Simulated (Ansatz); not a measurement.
# SiH₃+ (triplet): wave-function methods side by side, cc-pVTZ

The task here is to estimate one member of a computed series from the others.

The runs use Ansatz 0.2.0, Gaussian basis; cc-pVTZ, core rule «outside noble gas», up to 5 orbitals frozen.

Plan: UHF; CCSD(T) on ROHF; CCSD(T) on UHF; BCCD(T) on ROHF; CCSDT(Q) on ROHF; CCSDT(Q) on UHF; CASSCF and MRCISD+Q, 6 electrons in 7 orbitals; CASSCF and NEVPT2, 6 electrons in 7 orbitals.

15 further runs of the same task are left out: 2 for a known fault of the program, 3 that didn't finish, 10 set aside as unsound or not needed.

**The geometry**

The geometry is a PBE0/def2-TZVP stationary point (not a proven minimum).

4 atoms, charge 1, spin multiplicity 3.

Atoms are counted from 1 here; the program's logs count them from 0.

Bond lengths: Si1–H2 1.492 Å, Si1–H3 1.694 Å, Si1–H4 1.694 Å. Angles: H2–Si1–H3 105.3°, H2–Si1–H4 105.3°, H3–Si1–H4 30.1°.

Set-up of the first run:

Contents of in.yaml:

```yaml
crystal:
  periodic: [false, false, false]
  atoms:
    - {symbol: Si, position_ang: [0.000000, 0.067650, -0.078712]}
    - {symbol: H, position_ang: [0.000000, -1.225497, -0.823444]}
    - {symbol: H, position_ang: [0.439321, -0.329762, 1.508342]}
    - {symbol: H, position_ang: [-0.439321, -0.329762, 1.508342]}
basis:
  gaussian: {orbitals: cc-pVTZ}
total_charge: 1
magnetization: {spin_polarized: true, initial_magnetization: 2}
hamiltonian: {xc: hf}
output: {orbitals: {seedname: orbitals}}
```

The run is started by

```sh
> ansatz run in.yaml --threads 1 --pin off --events-out ev --progress --plain --max-ram 2393MiB
```

Among the steps run: UHF; CCSD(T) on ROHF; CCSD(T) on UHF; BCCD(T) on ROHF; CCSDT(Q) on ROHF; CCSDT(Q) on UHF; CASSCF and MRCISD+Q, 6 electrons in 7 orbitals; CASSCF and NEVPT2, 6 electrons in 7 orbitals.

One of the session's tables, all rows but one given; the rest of the session is left out.

It belongs to the step «Misses and costs». 

| method | from UCCSDT(Q) (kJ/mol) |
| --- | --- |
| ROHF | +319.4 |
| UHF | +313.8 |
| RMP2 | +71.3 |
| UMP2 | ? |
| RCCSD | +10.7 |
| UCCSD | +10.4 |
| RCCSD(T) | +2.5 |
| UCCSD(T) | +2.3 |
| BCCD(T) | +2.4 |
| RCCSDT | +0.4 |
| UCCSDT | +0.2 |
| RCCSDT(Q) | +0.2 |
| UCCSDT(Q) | 0 |
| CASSCF valence | +196.4 |
| NEVPT2 valence | +57.4 |
| MRCISD valence | +10.4 |
| MRCISD+Q valence | +3.0 |

Estimate the missing values for UMP2.

The run gave: from UCCSDT(Q) (kJ/mol): +70.7. In the column «from UCCSDT(Q) (kJ/mol)» it lies between NEVPT2 valence (+57.4) and RMP2 (+71.3).

Caveats from the session: Restricted and unrestricted rows rest on different reference determinants; where their highest levels disagree by more than a few hundredths of an eV, they describe different states and don't form one ladder.
